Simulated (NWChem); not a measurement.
Species: SiO cation, doublet; SMILES of the neutral closed-shell parent [Si]=O

```xyz
2

Si     0.0000     0.0000     0.5666
O      0.0000     0.0000    -0.9718
```
Atoms are numbered in this order, from 1.

Coordinates come from a B3LYP/6-31G* (spherical d), spin-unrestricted optimisation. The spin multiplicity was typed, not searched, and may not be the lowest. No stability test was run on the SCF state.

### Question
List the 4 lowest vertical excitations from PBE0/def2-SVPD, spin-unrestricted, TDA (NWChem).

### Answer
```csv
state,energy (eV),oscillator strength,<S²>
state 1,0.63,0.001,0.77
state 2,0.63,0.001,0.77
state 3,3.66,0.061,0.82
state 4,5.25,0.002,2.69
```
